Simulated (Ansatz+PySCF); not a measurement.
Results of a calculation; reference values are marked as such.
This PySCF input gave a total energy of -176.14999 hartree.

```python
from pyscf import gto, dft

mol = gto.M(atom="""
F 0.000000 0.000000 0.000000
O 30.033150 -0.094150 0.066000
H 30.566980 0.654650 -0.218750
H 29.167810 0.098550 -0.309240
""", basis='cc-pvdz', charge=-1, spin=0)
mf = dft.RKS(mol, xc='wb97x')
mf.init_guess = 'minao'
mf.kernel()
while True:  # follow internal instabilities
    mo, _, stable, _ = mf.stability(return_status=True)
    if stable: break
    mf.kernel(mf.make_rdm1(mo, mf.mo_occ))
print(mf.converged, mf.e_tot, mf.spin_square()[0])
```

**Question.** Write an input for Ansatz with the same method and basis set.

**Answer.**

```yaml
crystal:
  periodic: [false, false, false]
  atoms:
    - { symbol: F, position_ang: [0.0, 0.0, 0.0] }
    - { symbol: O, position_ang: [30.03315, -0.09415, 0.066] }
    - { symbol: H, position_ang: [30.56698, 0.65465, -0.21875] }
    - { symbol: H, position_ang: [29.16781, 0.09855, -0.30924] }
basis:
  gaussian: { orbitals: cc-pVDZ }
total_charge: -1
hamiltonian:
  xc: { name: wB97X }
```

Ansatz (development build ahead of 0.2.0) gave -176.14999 hartree, 0.03 meV from the first. Caution: no diffuse functions for an anion; charge can spread falsely over distant fragments.
